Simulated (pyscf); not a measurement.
Elimination: O=Ta(OH)(OH)–OH -> O=Ta(=O)–OH + water (H₂O)

Gas phase, singlet surface, charge 0. Bonds broken: Ta2–O3, O4–H7. Bonds formed: O3–H7. PySCF, gas phase, ωB97X-D3(BJ)/def2-SVP geometries.

Transition state (Å):

```xyz
8

O      0.8679    -0.0298     1.1349
Ta    -0.5176     0.0980     0.1066
O     -0.2239    -0.8051    -1.7908
O     -0.3192     1.4672    -1.0600
O     -2.1702     0.0681     1.0865
H      0.5780    -1.2514    -2.0910
H     -0.1672     0.3678    -1.8643
H     -2.4495     0.0347     2.0053
```

One imaginary mode, 1355i cm⁻¹; descent along it reached the two sides named, in the forms told below.

```csv
bond,change,reactant side (Å),saddle,product side
Ta2–O3,breaks,1.910,2.122,2.211
O4–H7,breaks,0.958,1.371,3.0
O3–H7,forms,3.8,1.177,0.971
```

Electronic energies relative to the reactant's lowest minimum found (kcal/mol):

| level | barrier | reaction energy | reverse barrier |
|---|---|---|---|
| ωB97X-D3(BJ)/def2-TZVP | 56.8 | +91.7 | -34.9 |
| PBE/def2-TZVP | 49.9 | +80.6 | -30.7 |
| r²SCAN/def2-TZVP | 53.3 | +86.8 | -33.5 |
| B3LYP-D3(BJ)/def2-TZVP | 55.6 | +86.8 | -31.2 |
| PBE0-D3(BJ)/def2-TZVP | 54.2 | +87.2 | -33.0 |
| M06-2X/def2-TZVP | 56.8 | +91.1 | -34.3 |
| ωB97M-D3(BJ)/def2-TZVP | 56.5 | +88.7 | -32.3 |

With ωB97M-D3(BJ)/def2-TZVP energies and thermal terms (ideal gas, 1 atm, RRHO with modes under 100 cm⁻¹ raised to 100, one conformer, R ln 2 for chiral ones without a mode under 150 cm⁻¹), in kcal/mol:

```json
[
 {"T (K)": "298", "ΔH‡": "54.4", "ΔG‡": "54.7", "ΔH": "+88.1", "ΔG": "+76.7"},
 {"T (K)": "600", "ΔH‡": "53.3", "ΔG‡": "55.5", "ΔH": "+86.9", "ΔG": "+65.6"},
 {"T (K)": "900", "ΔH‡": "52.6", "ΔG‡": "56.8", "ΔH": "+85.6", "ΔG": "+55.3"},
 {"T (K)": "1200", "ΔH‡": "52.1", "ΔG‡": "58.2", "ΔH": "+84.3", "ΔG": "+45.4"}
]
```

On the reactant side the descent ends in a point that may be a rotor saddle (no frequency run), 2.6 kcal/mol over the lowest minimum found and 54.2 kcal/mol under the saddle at ωB97X-D3(BJ)/def2-TZVP. On the product side the descent ends in an adduct with a O–Ta contact, 44.2 kcal/mol under the separated species and 9.4 kcal/mol under the saddle at ωB97X-D3(BJ)/def2-TZVP. At ωB97X-D3(BJ)/def2-TZVP, PBE, r²SCAN, B3LYP-D3(BJ), PBE0-D3(BJ), M06-2X, ωB97M-D3(BJ) the saddle lies under the separated products, which points to a path from their complex (located at ωB97X-D3(BJ) alone), and parting the products costs more than the saddle. What is counted as broken (O–Ta) persists as a longer contact in the product adduct; parting that adduct is a step of its own. At the saddle there is also a short H–Ta contact that neither side keeps. The same reactants have a lower exit, to O=Ta(OH)(OH)–OH (barrier +48.0 kcal/mol at ωB97M-D3(BJ)/def2-TZVP, against +56.5 kcal/mol here). One saddle was located; it need not be the lowest between these sides. Elements past Kr carry the def2 core potentials, without spin-orbit coupling.
